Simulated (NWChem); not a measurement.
**Ionisation of hydrogen sulfide (H$_{2}$S)**

SMILES: S
```xyz
3

S      0.0000     0.0000     0.1056
H     -0.9740     0.0000    -0.8447
H      0.9740     0.0000    -0.8447
```
Charge 0, spin multiplicity 1.

Everything below was run with NWChem. Structure: optimised with PBE/def2-SVP, a minimum by its harmonic frequencies.

Basis set: def2-TZVPD. −ε marks an orbital energy of the parent.

B3LYP has NWChem's definition, with VWN1-RPA local correlation.

**Question.** Order these methods by the first vertical ionisation energy they give, lowest first: −ε(HOMO) of HF, −ε(HOMO) of B3LYP, −ε(HOMO) of BLYP, −ε(HOMO) of PBE.

**Answer.** −ε(HOMO) of BLYP (6.14 eV), −ε(HOMO) of PBE (6.29 eV), −ε(HOMO) of B3LYP (7.31 eV), −ε(HOMO) of HF (10.47 eV)
